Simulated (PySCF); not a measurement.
**PH (SMILES [PH]) at UM06-L/cc-pVTZ**

Aim: the energy change on altering one bond length of PH at UM06-L/cc-pVTZ, from 2 runs. The job is set up through a Python script.

The calculation is run with PySCF 2.14.0.

4 further runs of the same task are left out: 4 set aside as unsound or not needed.

### 1 Starting point

PH has 2 atoms, charge 0, and is taken as a triplet. SMILES: `[PH]`. The shape is that of a PBE0-D4/def2-TZVP optimisation.

Bond lengths: P1–H2 1.428 Å.

### 2 The energy at UM06-L/cc-pVTZ

Input file input.xyz:

```xyz
2
HP
P      0.000000     0.000000    -0.014610
H      0.000000     0.000000     1.413680
```

Input file run.py:

```python
from pyscf import gto, dft

mol = gto.M(
    atom='input.xyz',
    spin=2,
    verbose=4,
    max_memory=1860,
    basis='cc-pvtz',
)

calc0 = dft.UKS(mol)
calc0.xc = 'm06-l'
calc0.conv_tol = 1e-10
calc0.grids.level = 5
calc0.kernel()
if not calc0.converged:
    calc0 = calc0.newton().run(calc0.mo_coeff, calc0.mo_occ)

e_tot = calc0.e_tot
print('E(%s) = %.9f' % ('M06-L', e_tot))
```

On the command line:

```bash
OMP_NUM_THREADS=1 python run.py
```

The program printed:

```text
PySCF version 2.14.0

[INPUT] num. atoms = 2
[INPUT] num. electrons = 16
[INPUT] charge = 0
[INPUT] spin (= nelec alpha-beta = 2S) = 2
[INPUT] symmetry False subgroup None
[INPUT] Mole.unit = angstrom
[INPUT] Symbol           X                Y                Z      unit          X                Y                Z       unit  Magmom
[INPUT]  1 P      0.000000000000   0.000000000000  -0.014610000000 AA    0.000000000000   0.000000000000  -0.027608898680 Bohr   0.0
[INPUT]  2 H      0.000000000000   0.000000000000   1.413680000000 AA    0.000000000000   0.000000000000   2.671468027775 Bohr   0.0

nuclear repulsion = 5.55745553340008
number of shells = 15
number of NR pGTOs = 75
number of NR cGTOs = 48
basis = cc-pvtz
ecp = {}

******** <class 'pyscf.dft.uks.UKS'> ********
method = UKS
initial guess = minao
damping factor = 0
level_shift factor = 0
DIIS = <class 'pyscf.scf.diis.CDIIS'>
diis_start_cycle = 1
diis_space = 8
diis_damp = 0
SCF conv_tol = 1e-10
SCF conv_tol_grad = None
SCF max_cycles = 50
direct_scf = True
direct_scf_tol = 1e-13
number electrons alpha = 9  beta = 7
XC library pyscf.dft.libxc version 7.0.0
    S. Lehtola, C. Steigemann, M. J.T. Oliveira, and M. A.L. Marques.,  SoftwareX 7, 1–5 (2018)
XC functionals = m06-l
    Y. Zhao and D. G. Truhlar.,  Theor. Chem. Acc. 120, 215 (2008)
radial grids:
    Treutler-Ahlrichs [JCP 102, 346 (1995); DOI:10.1063/1.469408] (M4) radial grids

becke partition: Becke, JCP 88, 2547 (1988); DOI:10.1063/1.454033
pruning grids: <function nwchem_prune>
grids dens level: 5
symmetrized grids: False
atomic radii adjust function: <function treutler_atomic_radii_adjust>
small_rho_cutoff = 0
Set gradient conv threshold to 1e-05
tot grids = 67128
init E= -341.76128260607
[... the frontier-level lines of each cycle are left out ...]


cycle= 1 E= -341.876352563806  delta_E= -0.115  |g|= 0.0875  |ddm|= 0.714
cycle= 2 E= -341.881319704023  delta_E= -0.00497  |g|= 0.0236  |ddm|= 0.172
cycle= 3 E= -341.88157425196  delta_E= -0.000255  |g|= 0.00677  |ddm|= 0.0339
cycle= 4 E= -341.8816006564  delta_E= -2.64e-05  |g|= 0.00218  |ddm|= 0.0105
cycle= 5 E= -341.88160369077  delta_E= -3.03e-06  |g|= 0.00114  |ddm|= 0.00329
cycle= 6 E= -341.881604481284  delta_E= -7.91e-07  |g|= 8.46e-05  |ddm|= 0.00113
cycle= 7 E= -341.881604487062  delta_E= -5.78e-09  |g|= 1.96e-05  |ddm|= 0.000148
cycle= 8 E= -341.881604487357  delta_E= -2.96e-10  |g|= 4.12e-06  |ddm|= 2.51e-05
cycle= 9 E= -341.881604487375  delta_E= -1.77e-11  |g|= 1.13e-06  |ddm|= 9.24e-06
Extra cycle  E= -341.881604487377  delta_E= -1.48e-12  |g|= 7.92e-07  |ddm|= 2.45e-06
converged SCF energy = -341.881604487377  <S^2> = 2.0098482  2S+1 = 3.0065583
E(M06-L) = -341.881604487
```

Wall time 5.7 s (1 thread of Arm Neoverse V2, shared host); peak memory 0.28 GiB.

### 3 The distorted shape at the same level

Input file mol.xyz:

```xyz
2
HP
P      0.000000     0.000000    -0.228820
H      0.000000     0.000000     1.413680
```

Input file job.py:

```python
from pyscf import gto, dft

mol = gto.M(
    atom='mol.xyz',
    verbose=3,
    spin=2,
    basis='cc-pvtz',
    max_memory=1860,
    charge=0,
)

mf = dft.UKS(mol)
mf.xc = 'm06-l'
mf.grids.level = 5
mf.conv_tol = 1e-10
mf.kernel()
if not mf.converged:
    mf = mf.newton().run(mf.mo_coeff, mf.mo_occ)

e_final = mf.e_tot
print('E = %.10f Eh' % e_final)
```

On the command line:

```bash
OMP_NUM_THREADS=1 python job.py
```

The program printed:

```text
WARN: HOMO -0.201275383486786 >= LUMO -0.201275383486789

converged SCF energy = -341.869071637822  <S^2> = 2.0134016  2S+1 = 3.0089212
E = -341.8690716378 Eh
```

Run time: 6.3 s. Hardware: 1 thread of Arm Neoverse V2, shared host; peak memory 0.28 GiB.

### 4 Outcome

At UM06-L/cc-pVTZ:

| quantity | value |
| --- | --- |
| first shape: total energy | -341.88160 Eh |
| first shape: dipole moment | 0.49 D |
| first shape: HOMO energy (highest over α and β) | -6.29 eV |
| first shape: LUMO energy (lowest over α and β) | -3.84 eV |
| first shape: ⟨S²⟩ | 2.010 |
| distorted shape: total energy | -341.86907 Eh |
| distorted shape: dipole moment | 0.22 D |
| distorted shape: HOMO energy (highest over α and β) | -6.33 eV |
| distorted shape: LUMO energy (lowest over α and β) | -3.86 eV |
| distorted shape: ⟨S²⟩ | 2.013 |
| energy change with the P1–H2 bond stretched from 1.428 to 1.643 Å | 0.341 eV |

With the P1–H2 bond stretched from 1.428 to 1.643 Å the energy rises by 0.34 eV (32.9 kJ/mol). The first shape isn't relaxed at this level, so the change isn't measured from a minimum.
